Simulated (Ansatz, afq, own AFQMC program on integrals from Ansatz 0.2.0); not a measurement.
BGeH2, quartet in cc-pVDZ, levels against CCSDT(Q)

```xyz
4

Ge    0.0000    0.0000    0.2232
B     0.0000    0.0000   -1.7074
H     0.0000    1.2593    1.1123
H     0.0000   -1.2593    1.1123
```

Connectivity, by distances: GeH2–B.

Basis cc-pVDZ. Only valence electrons are correlated. AFQMC by an in-house program on the Cholesky factors that Ansatz 0.2.0 writes for its CCSD(T) run. ph-AFQMC/CISD is guided by a CISD state made of CCSD amplitudes; releasing the constraint for a short imaginary time cuts its bias at the price of noise, slowly where states lie close. Free projection: walkers drawn from exp(T), propagated without any constraint. Its projection time is finite, and what remains of the start isn't in its error. ± is one standard error of the sampling. No spin–orbit coupling.

Determinant: UHF, the one that the program's search chose, which needn't be the lowest solution. The geometry is a point of a scan.

No full CI on the walks' own integrals is used here; CCSDT(Q) serves as the reference and is uncertain by about the last step of the cluster series.

Cautions: no relativity below Rb; no spin-orbit coupling; inner d shell frozen; lower spins were not checked; the released energies rise steadily instead of settling, so no released level is given (meV from the phaseless value at times in 1/Eh: 5 ± 7 at 0.24, -3 ± 7 at 0.51, 6 ± 9 at 0.99, 14 ± 7 at 1.62, 17 ± 8 at 2.40).

```
T1 diagnostic                               : 0.0222
weight of the determinant in the CISD state : 0.895
⟨S²⟩ of the determinant                     : 3.755
size of the correlated space                : 9 electrons in 36 orbitals
```

Reference: CCSDT(Q), correlation energy -4.290 eV.

```tsv
level	E − E(reference) (mEh)	share of correlation (%)
HF	157.67	0.00
MP2	37.96	75.92
CCSD	6.06	96.15
CCSD(T)	1.45	99.08
CCSDT	0.23	99.85
ph-AFQMC/HF	2.62 ± 1.40	98.34
ph-AFQMC/CISD	0.29 ± 0.28	99.82
free AFQMC	0.27 ± 0.35	99.83
```

Free projections are given only where their last times agree within the noise and don't stop above the reference; a slow remainder of the start can still hide under it. A walk keeps the symmetry of its determinant, which the program's search chose and which needn't be the lowest solution, so a lower state of the same spin and another symmetry isn't excluded.
